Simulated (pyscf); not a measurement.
A first-order saddle from PySCF, ωB97X-D3(BJ)/def2-SVP:

```
C
H 1 1.0934
H 1 1.0965 2 114.61
C 1 1.4929 2 118.12 3 147.86
H 4 1.1008 1 110.78 2 49.69
H 4 1.1018 5 108.12 1 -122.94
H 4 1.1076 5 107.51 6 -115.28
O 1 2.0492 2 95.88 3 -104.33
H 8 0.9681 1 93.68 2 159.26
O 8 1.6175 9 94.62 1 -177.24
H 10 0.9687 8 96.11 9 -132.82
```
Charge 0, spin multiplicity 2.

Surface: doublet, charge 0. Lowest wavenumbers (cm⁻¹): 916i, 57, 119, 154, 217.

Q: Name the species on either side of this saddle.

A: hydrogen peroxide (HO–OH) + ethyl (•H₂C–CH₃) ⇌ ethanol (H₃C–CH₂–OH) + hydroxyl (OH•), a substitution at O read from left to right: O–O broken and C–O formed. At ωB97M-D3(BJ)/def2-TZVP it lies +10.6 kcal/mol from the left side and +55.5 kcal/mol from the right (each side as separated species at their lowest minima found). On the product side the descent ends in a complex, 7.3 kcal/mol under the separated species and 63.6 kcal/mol under the saddle at ωB97X-D3(BJ)/def2-TZVP. The same reactants have a lower exit, to •O–OH + H₃C–CH₃ (barrier +5.0 kcal/mol at ωB97M-D3(BJ), against +10.6 kcal/mol here). One saddle was located; it need not be the lowest between these sides. The angle at the attacked O is 171°. Left out: the spin-orbit lowering of OH.
